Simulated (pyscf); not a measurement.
Thermochemistry of product channels of Cl–Sn:–Cl [singlet] + H₂ on the singlet surface, in kcal/mol, from ωB97M-D3(BJ)/def2-TZVP energies (ideal gas, 1 atm, RRHO with modes under 100 cm⁻¹ raised to 100, one conformer, R ln 2 for chiral ones without a mode under 150 cm⁻¹). Single points on ωB97X-D3(BJ)/def2-SVP structures (PySCF, gas phase).

```tsv
products	ΔE	ΔH(298 K)	ΔG(298 K)	ΔG(600 K)
HCl + Cl–SnH: [singlet]	+31.7	+31.9	+30.2	+28.6
Cl–SnH₂–Cl	?	+6.8	+15.5	+24.5
```

Question: Complete the blanks.

Answer: 
- Cl–SnH₂–Cl, ΔE: +5.5

These are energies of the channels, which say nothing of barriers. Elements past Kr carry the def2 core potentials, without spin-orbit coupling.
